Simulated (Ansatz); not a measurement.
# SiH₃F: geometry and frequencies at several levels, part 2 of 2

Wanted for SiH₃F: geometry and frequencies at several levels.

Ansatz 0.2.0, Gaussian bases. The steps go on from the part before.

## 10. Frequencies, B3LYP-D4/def2-TZVPP

input.yaml

```yaml
crystal:
  periodic: [false, false, false]
  atoms:
    - { symbol: F, position_ang: [1.05859752, -0.02169318, -0.16141204] }
    - { symbol: Si, position_ang: [-0.52869609, 0.01088256, 0.08060841] }
    - { symbol: H, position_ang: [-0.99740263, 1.39930275, -0.10070447] }
    - { symbol: H, position_ang: [-0.79801083, -0.45283755, 1.45636509] }
    - { symbol: H, position_ang: [-1.16677796, -0.88557459, -0.90401698] }
basis:
  gaussian: { orbitals: def2-TZVPP }
hamiltonian:
  xc: { name: B3LYP }
  dispersion: d4
phonons: {}
```

The run is started by

```console
> ansatz run input.yaml --threads 2 --pin off --max-ram 5120MiB --backend cpu --events-out ev --progress --plain --runs-dir out
```

The log of the run, shortened:

```text
Warning: RAYON_NUM_THREADS=2 ignored (pool sized by the plan → 2); use --threads N
[...]
Functional definition: B3LYP
[...]
624 factors; their error is unknown
[...]
mean field -10647.01277520 eV, -391.2705026841 hartree, gradient 7.6e-5 eV, S^2 0.000000; 0 other end points of the search recorded, 0 dependent functions left out
[...]
reference -10647.01297314 eV, -391.2705099584 hartree; 13, 13 occupied and 102, 102 virtual orbitals, 624 factors
[...]
624 factors; their error is unknown
mean field -10647.01276815 eV, -391.2705024251 hartree, gradient 7.7e-7 eV, S^2 0.000000; 0 other end points of the search recorded, 0 dependent functions left out
[...]
reference -10647.01296610 eV, -391.2705096995 hartree; 13, 13 occupied and 102, 102 virtual orbitals, 624 factors
[...]
624 factors; their error is unknown
[...]
624 factors; their error is unknown
[...]
mean field -10647.01276626 eV, -391.2705023556 hartree, gradient 1.5e-6 eV, S^2 0.000000; 0 other end points of the search recorded, 0 dependent functions left out
[...]
reference -10647.01296420 eV, -391.2705096299 hartree; 13, 13 occupied and 102, 102 virtual orbitals, 624 factors
Total energy: -10647.08926827 eV, -391.2733137527 hartree
Atom 0 at     1.058598    -0.021693    -0.161412 Å, force     0.000240    -0.000005    -0.000036 eV/Å
Atom 1 at    -0.528696     0.010883     0.080608 Å, force    -0.000480     0.000010     0.000073 eV/Å
Atom 2 at    -0.997403     1.399303    -0.100704 Å, force     0.000078     0.000339    -0.000074 eV/Å
Atom 3 at    -0.798011    -0.452838     1.456365 Å, force     0.000127    -0.000119     0.000311 eV/Å
Atom 4 at    -1.166778    -0.885575    -0.904017 Å, force     0.000036    -0.000225    -0.000273 eV/Å
Dipole moment:    -0.269504     0.005532     0.041090 e Å
Vibrations: 724.25 724.27 865.61 965.72 965.73 994.51 2248.18 2254.63 2254.63 cm⁻¹, zero-point energy 0.743753 eV
```

Run time: 15 s. Hardware: 2 threads of Intel Xeon Platinum 8259CL at 2.50GHz (Skylake/Cascade Lake), shared host; peak memory 0.18 GiB.

Harmonic frequencies (cm⁻¹; negative: imaginary): 724, 724, 866, 966, 966, 995, 2248, 2255, 2255.

## 11. Relaxation, B2PLYP/def2-TZVPP

input.yaml

```yaml
crystal:
  periodic: [false, false, false]
  atoms:
    - { symbol: F, position_ang: [1.055324, -0.02162718, -0.16090954] }
    - { symbol: Si, position_ang: [-0.52584071, 0.01082416, 0.08017249] }
    - { symbol: H, position_ang: [-0.99729474, 1.40339667, -0.10147361] }
    - { symbol: H, position_ang: [-0.79730538, -0.45424617, 1.46022286] }
    - { symbol: H, position_ang: [-1.16717317, -0.88826749, -0.90717219] }
basis:
  gaussian: { orbitals: def2-TZVPP }
hamiltonian:
  xc: { name: B2PLYP }
relax:
  f_tol: 0.002
  max_steps: 150
```

The run is started by

```console
> ansatz run input.yaml --threads 2 --pin off --max-ram 5120MiB --backend cpu --events-out ev --progress --plain --runs-dir out
```

The log of the run, shortened:

```text
Warning: RAYON_NUM_THREADS=2 ignored (pool sized by the plan → 2); use --threads N
[...]
Functional definition: B2PLYP
[...]
760 factors; integrals over basis functions are off by at most 4.9e-4 eV
[...]
mean field -10638.17858187 eV, -390.9458520672 hartree, gradient 2.9e-6 eV, S^2 0.000000; 0 other end points of the search recorded, 0 dependent functions left out
6 core orbitals not correlated: weight in the atoms' cores, before any rotation towards them, 1.000 or more for the frozen orbitals, at most 0.000 for the correlated occupied ones
reference -10638.17870726 eV, -390.9458566752 hartree; 7, 7 occupied and 102, 102 virtual orbitals, 760 factors
second order -12.39988351 eV of doubles, -0.00000000 eV of singles
[...]
relax step   1: F+E_penalty+E_count = -10641.52655042 eV  Δ(F+E_penalty+E_count) = +0.000e0 eV  max|allowed force component| = 2.440e-1 eV/Å  Δτ_max = 0.0000 Å  (33 SCF iters, accepted)
[...]
6 core orbitals not correlated: weight in the atoms' cores, before any rotation towards them, 1.000 or more for the frozen orbitals, at most 0.000 for the correlated occupied ones
reference -10638.18089391 eV, -390.9459370331 hartree; 7, 7 occupied and 102, 102 virtual orbitals, 760 factors
second order -12.40077798 eV of doubles, -0.00000000 eV of singles
[...]
Total energy: -10641.52910396 eV, -391.0689814832 hartree
Atom 0 at     1.056095    -0.021642    -0.161029 Å, force    -0.001909     0.000039     0.000291 eV/Å
Atom 1 at    -0.528344     0.010875     0.080555 Å, force    -0.000263     0.000005     0.000040 eV/Å
Atom 2 at    -0.996656     1.395087    -0.100049 Å, force     0.000723     0.000031    -0.000119 eV/Å
Atom 3 at    -0.797870    -0.451411     1.452278 Å, force     0.000730    -0.000031    -0.000067 eV/Å
Atom 4 at    -1.165515    -0.882829    -0.900914 Å, force     0.000718    -0.000045    -0.000145 eV/Å
Dipole moment:    -0.266156     0.005463     0.040581 e Å
```

Run time: 16 s. Hardware: 2 threads of Intel Xeon Platinum 8259CL at 2.50GHz (Skylake/Cascade Lake), shared host; peak memory 0.25 GiB.

Step by step:

| step | energy from step 1 (eV) | largest force component (eV/Å) |
| --- | --- | --- |
| 1 | 0.0000 | 0.2440 |
| 2 | -0.0022 | 0.1095 |
| 3 | -0.0024 | 0.0282 |
| 4 | -0.0024 | 0.0019 |

Step 1 is the start.

Before: Bond lengths: F1–Si2 1.600 Å, Si2–H3 1.481 Å, Si2–H4 1.481 Å, Si2–H5 1.481 Å. Angles: F1–Si2–H3 108.4°, F1–Si2–H4 108.4°, F1–Si2–H5 108.4°, H3–Si2–H4 110.6°, H3–Si2–H5 110.6°, H4–Si2–H5 110.6°.

After: Bond lengths: F1–Si2 1.603 Å, Si2–H3 1.472 Å, Si2–H4 1.472 Å, Si2–H5 1.472 Å. Angles: F1–Si2–H3 108.4°, F1–Si2–H4 108.4°, F1–Si2–H5 108.4°, H3–Si2–H4 110.6°, H3–Si2–H5 110.6°, H4–Si2–H5 110.6°.

## 12. Frequencies, B2PLYP/def2-TZVPP

input.yaml

```yaml
crystal:
  periodic: [false, false, false]
  atoms:
    - { symbol: F, position_ang: [1.05609453, -0.02164217, -0.16102937] }
    - { symbol: Si, position_ang: [-0.52834439, 0.01087534, 0.08055476] }
    - { symbol: H, position_ang: [-0.99665564, 1.39508722, -0.10004904] }
    - { symbol: H, position_ang: [-0.79786954, -0.45141108, 1.45227798] }
    - { symbol: H, position_ang: [-1.16551496, -0.88282933, -0.90091432] }
basis:
  gaussian: { orbitals: def2-TZVPP }
hamiltonian:
  xc: { name: B2PLYP }
phonons: {}
```

The run is started by

```console
> ansatz run input.yaml --threads 2 --pin off --max-ram 5120MiB --backend cpu --events-out ev --progress --plain --runs-dir out
```

The log of the run, shortened:

```text
Warning: RAYON_NUM_THREADS=2 ignored (pool sized by the plan → 2); use --threads N
[...]
Functional definition: B2PLYP
[...]
766 factors; integrals over basis functions are off by at most 4.9e-4 eV
[...]
mean field -10638.18076867 eV, -390.9459324308 hartree, gradient 2.9e-6 eV, S^2 0.000000; 0 other end points of the search recorded, 0 dependent functions left out
6 core orbitals not correlated: weight in the atoms' cores, before any rotation towards them, 1.000 or more for the frozen orbitals, at most 0.000 for the correlated occupied ones
reference -10638.18089395 eV, -390.9459370347 hartree; 7, 7 occupied and 102, 102 virtual orbitals, 766 factors
second order -12.40077828 eV of doubles, -0.00000000 eV of singles
[...]
766 factors; integrals over basis functions are off by at most 4.9e-4 eV
[...]
6 core orbitals not correlated: weight in the atoms' cores, before any rotation towards them, 1.000 or more for the frozen orbitals, at most 0.000 for the correlated occupied ones
reference -10638.18084766 eV, -390.9459353334 hartree; 7, 7 occupied and 102, 102 virtual orbitals, 766 factors
second order -12.40091536 eV of doubles, -0.00000000 eV of singles
[...]
Total energy: -10641.52910409 eV, -391.0689814877 hartree
Atom 0 at     1.056095    -0.021642    -0.161029 Å, force    -0.001909     0.000039     0.000291 eV/Å
Atom 1 at    -0.528344     0.010875     0.080555 Å, force    -0.000263     0.000006     0.000040 eV/Å
Atom 2 at    -0.996656     1.395087    -0.100049 Å, force     0.000723     0.000031    -0.000119 eV/Å
Atom 3 at    -0.797870    -0.451411     1.452278 Å, force     0.000730    -0.000031    -0.000067 eV/Å
Atom 4 at    -1.165515    -0.882829    -0.900914 Å, force     0.000718    -0.000045    -0.000145 eV/Å
Dipole moment:    -0.266156     0.005463     0.040581 e Å
Vibrations: 733.39 733.40 875.15 982.05 982.05 1009.06 2285.04 2289.40 2289.40 cm⁻¹, zero-point energy 0.754997 eV
```

It took 61 s on 2 threads of Intel Xeon Platinum 8259CL at 2.50GHz (Skylake/Cascade Lake), shared host; peak memory 0.25 GiB.

Harmonic frequencies (cm⁻¹; negative: imaginary): 733, 733, 875, 982, 982, 1009, 2285, 2289, 2289.

## 13. Geometries side by side

| level | F1–Si2 (Å) | rotational constants (MHz) | dipole (D) | highest frequency (cm⁻¹) | CPU time |
| --- | --- | --- | --- | --- | --- |
| PBE0-D4/def2-TZVPP | 1.5998 | 84566, 14248, 14248 | 1.27 | 2253 | 12 s |
| PBE-D4/def2-TZVPP | 1.6187 | 83464, 13935, 13935 | 1.25 | 2190 | 9.2 s |
| r2SCAN-D4/def2-TZVPP | 1.6005 | 84807, 14236, 14236 | 1.20 | 2251 | 12 s |
| B3LYP-D4/def2-TZVPP | 1.6060 | 85069, 14166, 14166 | 1.31 | 2255 | 10 s |
| B2PLYP/def2-TZVPP | 1.6031 | 85590, 14219, 14219 | 1.29 | 2289 | 31 s |

Constants are for the commonest isotopes at the equilibrium geometry; times are CPU times of the relaxations.

## 14. Outcome

The summary covers parts 1 to 2.

| quantity | value |
| --- | --- |
| F1–Si2 at B2PLYP/def2-TZVPP | 1.603 Å |
| frequencies at B2PLYP/def2-TZVPP | 733 to 2289 cm⁻¹ |

In words: The F–Si distance spreads over 0.019 Å, from PBE0-D4/def2-TZVPP (shortest) to PBE-D4/def2-TZVPP. No mode is imaginary, so the geometry is a minimum.
